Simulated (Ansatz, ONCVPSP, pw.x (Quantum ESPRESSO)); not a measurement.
**pw.x on sc H: one setting changed**

Potential: optimised norm-conserving Vanderbilt (ONCV), ONCVPSP 4.0.1.1 (patched build), PBEsol; core none, reference 1s1; waves: 1s: rc 0.70 bohr, ncon 3, nbas 6, qcut 7.7 1/bohr, 1 projector; p scattering state at 0.03 Ha: rc 0.80 bohr, ncon 4, nbas 9, qcut 10.7 1/bohr, 1 projector; local part: polynomial inside 0.65 bohr (lpopt 5, dvloc0 0 Ha); core correction: none.

The reference run (k-mesh 18³, cutoffs 170/680 Ry, Fermi–Dirac 0.01 Ry, mixing_beta 0.4, conv_thr 1e-9, no spin) gives 0.59 GPa at 2.993 Å³/atom, where all-electron LAPW gives 1.30 GPa. This run, with its own iteration cap, changes ecutrho/ecutwfc to 1, a wrong or extreme entry chosen on purpose.

```
&control
  calculation='scf', prefix='x', pseudo_dir='./', outdir='./tmp', tstress=.true., disk_io='none'
/
&system
  ibrav=0, nat=1, ntyp=1, ecutwfc=170, ecutrho=170, nbnd=7,
  occupations='smearing', smearing='fd', degauss=0.01
/
&electrons
  conv_thr=1e-09, mixing_beta=0.4, electron_maxstep=70
/
ATOMIC_SPECIES
H 1.0 H.UPF
CELL_PARAMETERS angstrom
  1.44112695 0.00000000 0.00000000
  0.00000000 1.44112695 0.00000000
  0.00000000 0.00000000 1.44112695
ATOMIC_POSITIONS crystal
H 0.0000 0.0000 0.0000
K_POINTS automatic
18 18 18 0 0 0
```

```bash
pw.x < H.scf.in > H.scf.out
```

**Question.** How does the run end?

**Answer.** It stops with "set_cutoff: ecutrho <= ecutwfc?!?".

```
Error in routine set_cutoff (1):
     ecutrho <= ecutwfc?!?
```
